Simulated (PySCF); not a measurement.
C2H5O, SMILES CC[O] (connectivity only; charge and spin as stated), charge -1, multiplicity 1.

The structure is a stationary point at ωB97X-D3(BJ)/def2-SVPD. The multiplicity is an assumed one; other spin states were not compared. The isomer is the one that the SMILES or the coordinates give; other isomers of the formula were not compared.

These are PBE/def2-TZVPD (PySCF) values and carry that method's errors.

The molecule is in vacuum. A positive occupied level means that this level leaves the electron formally unbound; only the finite basis holds it.

Computed frontier levels, gap, dipole moment and polarisability:
```
Item                                                               Value
------------------------------------------------  ----------------------
highest occupied level                                           1.61 eV
lowest empty level                                               3.80 eV
orbital gap                                                      2.19 eV
dipole moment about the centre of nuclear charge                  3.33 D
mean static polarisability                         70.4 bohr³ (10.44 Å³)
polarisability, principal values                  55.9, 68.1, 87.4 bohr³
```
